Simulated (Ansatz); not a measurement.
## Extrapolating MP2 to the basis-set limit: C2H2O2 (glyoxal)

The species is C2H2O2 (6 atoms), meant as a singlet with charge 0. SMILES: `O=CC=O`. The coordinates come from a PBE0-D4/def2-TZVP relaxation. This is one conformer, not always the lowest.

```tsv
atom	x (Å)	y (Å)	z (Å)
O	1.1390	-0.2945	-1.2557
C	0.5232	0.3302	-0.4406
C	-0.5234	-0.3301	0.4404
O	-1.1370	0.2939	1.2576
H	0.6617	1.4153	-0.2643
H	-0.6635	-1.4148	0.2626
```

MP2 energies, 4 core orbitals frozen (Ansatz 0.2.0):

```tsv
basis	X	functions	Hartree–Fock (Eh)	correlation (Eh)
cc-pV(D+d)Z	2	66	-226.611025	-0.613385
cc-pV(T+d)Z	3	148	-226.677257	-0.765262
cc-pV(Q+d)Z	4	280	-226.694446	-0.821188
```

The +d sets add a tight d function on Al to Ar only. The correlation energy converges as X⁻³, the Hartree–Fock energy about exponentially.

Task: Extrapolate to the complete basis.

Result: 
1. Correlation: E(∞) = (4³ E(4) − 3³ E(3))/(4³ − 3³) = (64 × (-0.821188) − 27 × (-0.765262))/37 = -0.861999 Eh.
2. Hartree–Fock: successive steps shrink by 0.260; summing the geometric tail gives -226.694446 + (-0.017189) × 0.260/(1 − 0.260) = -226.700471 Eh.
3. Total: -226.700471 + (-0.861999) = -227.562470 Eh.
4. cc-pV(Q+d)Z holds 95.3 % of the extrapolated correlation energy, cc-pV(T+d)Z 88.8 %.

This is an estimate of the method's limit, not an exact energy.
